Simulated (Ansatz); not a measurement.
## Worked example: the barrier

An elementary step of CH4AlCl, singlet (CH₄AlCl ([CH3][AlH][Cl]) → AlCl + CH₄; bonds formed: C2–H3; bonds broken: Al1–C2, Al1–H3). “Start” is the structure reached by relaxing down from the saddle towards the reactants; PBE0-D4/def2-TZVP structures. The saddle:

| atom | x (Å) | y (Å) | z (Å) |
| --- | --- | --- | --- |
| Al1 | -0.6996 | -1.3187 | 0.0571 |
| C2 | 0.1854 | 0.6531 | -0.2245 |
| H3 | -1.0222 | -0.2584 | -1.0574 |
| Cl4 | 0.3594 | -1.9136 | 1.7706 |
| H5 | 1.2385 | 0.3537 | -0.2992 |
| H6 | -0.0327 | 1.0955 | 0.7554 |
| H7 | -0.0288 | 1.3884 | -1.0020 |

Program: Ansatz 0.2.0. Basis: def2-TZVPP and def2-QZVPP. Cores are frozen in the correlated methods.

Energies in eV:

| quantity | saddle | start |
| --- | --- | --- |
| Hartree–Fock, triple zeta (X = 3) | -20179.10452 | -20183.43053 |
| Hartree–Fock, quadruple zeta (X = 4) | -20179.69909 | -20184.02632 |
| MP2 correlation, X = 3 | -12.85702 | -12.17531 |
| MP2 correlation, X = 4 | -13.88121 | -13.19318 |
| CCSD(T) correlation, X = 3 | -14.58311 | -13.79042 |

(1) Work out the barrier at the basis limit: extrapolate Hartree–Fock as E(X) = E∞ + A exp(−7.88 √X) and the MP2 correlation as E(X) = E∞ + B X^−2.97 (the exponents that Neese and Valeev fitted for def2-TZVPP and QZVPP), then add CCSD(T) − MP2 in triple zeta.

The T1 diagnostic stays at or below 0.016. The restricted Hartree–Fock reference is unstable towards an unrestricted one at one or more of these structures. A large double-excitation amplitude points to some diradical character; no triplet was computed.

## Answers

(1) Each step is linear, so take the differences first (saddle − start): Hartree–Fock 4.32601 (X = 3) and 4.32723 (X = 4); MP2 correlation -0.68171 and -0.68803; CCSD(T) correlation -0.79269.
Two points give E∞ = E(4) + w [E(4) − E(3)], with w = 1/(exp(7.88 (2 − √3)) − 1) = 0.1377 for Hartree–Fock and w = 1/((4/3)^2.97 − 1) = 0.7407 for the correlation.
Hartree–Fock: 4.32723 + 0.1377 × 0.00122 = 4.3274 eV.
MP2 correlation: -0.68803 + 0.7407 × (-0.00632) = -0.6927 eV.
CCSD(T) − MP2: -0.79269 − (-0.68171) = -0.1110 eV.
Sum: 4.3274 + (-0.6927) + (-0.1110) = 3.5237 eV, or 81.26 kcal/mol. Plain CCSD(T) in triple zeta gives 3.5333 eV, so the larger basis shifts the result by -0.0096 eV.

Labels in which every atom is bracketed show which atoms are joined, not bond orders.

For scale, one of the runs: CCSD(T)/def2-TZVPP, 171 basis functions, launched by `ansatz run in.yaml --threads 2 --pin off --events-out ev --progress --plain --max-ram 4352MiB`. Time: 39 s of wall clock on 2 CPU threads of an Arm Neoverse N1; the host was shared. Peak host memory: 1.3 GiB.
